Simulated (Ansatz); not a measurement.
Born–Oppenheimer molecular dynamics of CH6AlN (9 atoms, charge 0, multiplicity 1). It goes on from the last frame of an earlier run, with new velocities.

Level of theory: Ansatz, RKS PBE0-D4/def2-SVP.

- ensemble: NVE (Milne-controlled integrator)
- time step: 2 fs
- steps asked: 40
- starting velocities drawn for: 400 K
- seed: 587543

Frames 4 fs apart, positions in Å, forces in eV/Å.

Velocities at 0 fs (Å/ps):

```
C -6.34 0.76 -5.05
Al 4.17 -1.79 3.16
N -3.15 -2.04 -4.40
H -4.66 3.09 -0.46
H 15.76 -10.12 14.89
H -6.05 39.43 33.12
H 1.98 -6.40 -20.25
H 8.89 23.73 -0.39
H -8.16 17.46 9.73
```

```xyz
9
Properties=species:S:1:pos:R:3:forces:R:3 time_fs=0 energy_less_start_eV=0.000 T=400
C -0.801 1.028 -0.905 0.83 0.31 1.12
Al 0.450 -0.403 -0.384 -1.03 1.07 2.01
N 0.794 -0.776 1.348 0.34 -0.02 -0.76
H -0.925 0.799 -1.942 -0.77 0.10 -1.24
H -0.242 1.987 -0.865 0.10 -0.17 -0.10
H -1.736 1.254 -0.362 0.04 -0.49 -0.25
H 1.286 -1.195 -1.358 0.64 -0.64 -0.86
H 1.633 -1.333 1.451 0.13 -0.29 0.22
H 0.570 -0.391 2.257 -0.28 0.15 -0.15
9
Properties=species:S:1:pos:R:3:forces:R:3 time_fs=4 energy_less_start_eV=0.016 T=416
C -0.824 1.033 -0.916 0.50 -0.11 0.29
Al 0.464 -0.407 -0.367 -0.79 0.43 -0.33
N 0.782 -0.782 1.333 1.08 -0.26 0.20
H -1.001 0.829 -2.008 -0.40 0.55 0.79
H -0.174 1.932 -0.822 0.04 -0.07 -0.43
H -1.711 1.353 -0.288 0.50 -0.85 -0.83
H 1.321 -1.248 -1.476 -0.25 0.30 0.40
H 1.681 -1.262 1.468 -0.46 -0.01 0.15
H 0.535 -0.343 2.215 -0.21 0.02 -0.25
9
Properties=species:S:1:pos:R:3:forces:R:3 time_fs=8 energy_less_start_eV=0.065 T=325
C -0.837 1.037 -0.922 2.30 -1.03 -1.08
Al 0.473 -0.409 -0.353 -0.92 0.20 -1.96
N 0.780 -0.789 1.320 1.23 -0.60 -0.11
H -1.139 0.929 -1.997 0.14 0.17 0.72
H -0.102 1.866 -0.841 -0.14 0.21 -0.39
H -1.640 1.342 -0.308 -1.40 0.13 0.96
H 1.324 -1.261 -1.540 -0.44 0.57 0.84
H 1.691 -1.211 1.514 -0.34 -0.09 0.18
H 0.469 -0.294 2.123 -0.43 0.45 0.83
9
Properties=species:S:1:pos:R:3:forces:R:3 time_fs=12 energy_less_start_eV=0.068 T=336
C -0.828 1.031 -0.934 0.19 -0.19 1.63
Al 0.477 -0.410 -0.348 -1.34 0.50 -2.02
N 0.786 -0.799 1.310 -0.16 1.04 2.31
H -1.273 1.054 -1.918 0.07 -0.39 -0.81
H -0.056 1.831 -0.915 -0.42 0.38 -0.01
H -1.688 1.318 -0.251 1.06 -0.21 -0.26
H 1.269 -1.198 -1.488 0.13 0.03 0.14
H 1.683 -1.186 1.598 -0.26 -0.07 0.15
H 0.368 -0.223 2.094 0.73 -1.09 -1.14
9
Properties=species:S:1:pos:R:3:forces:R:3 time_fs=16 energy_less_start_eV=0.148 T=277
C -0.815 1.022 -0.931 -0.31 0.16 -0.24
Al 0.473 -0.408 -0.355 -1.44 0.77 -0.81
N 0.792 -0.800 1.317 1.62 -0.98 -0.45
H -1.375 1.118 -1.910 0.82 -0.78 0.52
H -0.069 1.850 -0.991 -0.40 0.20 0.27
H -1.620 1.274 -0.207 0.56 0.15 0.19
H 1.239 -1.135 -1.425 0.85 -0.68 -0.91
H 1.666 -1.188 1.709 -0.83 0.22 -0.32
H 0.326 -0.251 1.976 -0.87 0.93 1.74
9
Properties=species:S:1:pos:R:3:forces:R:3 time_fs=20 energy_less_start_eV=-0.050 T=445
C -0.803 1.013 -0.930 0.78 0.34 0.60
Al 0.462 -0.402 -0.367 -0.01 -0.13 -0.88
N 0.803 -0.802 1.328 -0.63 0.76 -0.01
H -1.376 1.072 -1.853 -0.17 -0.68 -0.45
H -0.137 1.899 -1.032 0.00 -0.03 0.22
H -1.488 1.255 -0.118 -0.32 0.21 0.35
H 1.314 -1.155 -1.468 0.13 -0.10 -0.05
H 1.600 -1.192 1.808 0.14 -0.22 -0.10
H 0.251 -0.252 1.981 0.08 -0.16 0.32
9
Properties=species:S:1:pos:R:3:forces:R:3 time_fs=24 energy_less_start_eV=0.047 T=512
C -0.782 1.010 -0.924 -0.53 0.78 2.05
Al 0.451 -0.396 -0.384 1.43 -0.98 -0.63
N 0.804 -0.794 1.340 0.38 -0.01 -0.30
H -1.385 0.922 -1.834 -0.26 -0.27 0.10
H -0.207 1.946 -1.043 0.27 -0.06 -0.14
H -1.407 1.264 0.022 0.35 -0.42 -1.54
H 1.411 -1.193 -1.524 -0.63 0.44 0.71
H 1.559 -1.229 1.895 -0.52 0.15 -0.92
H 0.226 -0.305 1.995 -0.50 0.36 0.67
9
Properties=species:S:1:pos:R:3:forces:R:3 time_fs=28 energy_less_start_eV=0.014 T=402
C -0.764 1.015 -0.897 -0.26 -0.19 -1.28
Al 0.447 -0.396 -0.403 1.77 -0.95 0.47
N 0.802 -0.779 1.351 -0.78 0.61 -0.75
H -1.424 0.738 -1.798 0.69 0.57 1.29
H -0.243 1.974 -1.074 0.13 -0.26 -0.41
H -1.315 1.232 -0.001 -1.16 0.09 0.60
H 1.424 -1.173 -1.485 -0.49 0.25 0.41
H 1.497 -1.277 1.891 0.24 -0.28 -0.44
H 0.183 -0.360 2.038 -0.13 0.15 0.10
9
Properties=species:S:1:pos:R:3:forces:R:3 time_fs=32 energy_less_start_eV=0.076 T=441
C -0.750 1.020 -0.875 0.86 -0.12 -0.01
Al 0.453 -0.400 -0.420 0.81 0.02 2.06
N 0.792 -0.758 1.353 -2.07 1.07 0.83
H -1.401 0.618 -1.629 -0.63 0.11 -0.99
H -0.263 1.966 -1.160 -0.10 -0.19 -0.25
H -1.345 1.199 -0.013 -0.92 0.45 1.14
H 1.373 -1.124 -1.396 0.50 -0.57 -0.73
H 1.467 -1.365 1.817 -0.16 0.04 -0.31
H 0.108 -0.389 2.114 1.70 -0.81 -1.75
9
Properties=species:S:1:pos:R:3:forces:R:3 time_fs=36 energy_less_start_eV=-0.010 T=407
C -0.736 1.022 -0.851 -1.51 -0.14 1.20
Al 0.464 -0.405 -0.426 0.62 0.25 2.10
N 0.770 -0.732 1.352 -0.13 -0.31 -0.97
H -1.429 0.542 -1.550 -0.17 0.26 -0.68
H -0.295 1.937 -1.285 -0.28 -0.12 0.15
H -1.438 1.212 0.046 1.19 0.25 -1.04
H 1.383 -1.149 -1.399 0.42 -0.49 -0.63
H 1.420 -1.444 1.696 -0.28 0.24 -0.10
H 0.136 -0.457 2.097 0.14 0.07 -0.01
9
Properties=species:S:1:pos:R:3:forces:R:3 time_fs=40 energy_less_start_eV=-0.018 T=419
C -0.738 1.021 -0.817 -1.18 -0.78 -1.91
Al 0.479 -0.409 -0.420 0.99 -0.06 0.56
N 0.750 -0.711 1.337 -0.85 0.37 -0.71
H -1.463 0.516 -1.550 0.63 0.55 0.49
H -0.361 1.895 -1.391 -0.10 -0.15 0.49
H -1.404 1.271 0.008 0.09 0.50 0.43
H 1.445 -1.237 -1.484 -0.55 0.35 0.50
H 1.329 -1.489 1.556 0.62 -0.80 0.56
H 0.140 -0.488 2.129 0.34 0.02 -0.41
9
Properties=species:S:1:pos:R:3:forces:R:3 time_fs=44 energy_less_start_eV=0.025 T=417
C -0.752 1.010 -0.804 -0.46 0.09 -0.26
Al 0.499 -0.413 -0.412 0.50 0.36 -0.42
N 0.728 -0.693 1.315 0.66 -1.36 -0.20
H -1.441 0.546 -1.508 -0.78 -0.42 -0.22
H -0.434 1.842 -1.433 0.56 0.49 0.07
H -1.364 1.412 0.034 0.38 -0.24 -0.20
H 1.435 -1.281 -1.505 -0.63 0.49 0.70
H 1.261 -1.556 1.470 -0.07 0.34 0.40
H 0.164 -0.506 2.128 -0.15 0.25 0.13
```

Of the whole run (80 fs, mean temperature of the second half 398 K): The conserved energy wandered by up to 18.0 meV per atom (net 5.5 meV per atom), which is poor conservation. A step of 2 fs is long for free X–H stretches (periods near 10 fs) and can bias their spread and the temperature. A run of 0.08 ps of so small a system gives no equilibrium averages.

Time of the run: 89 s on 1 thread of Arm Neoverse V1 (shared host), peak memory 0.13 GiB.
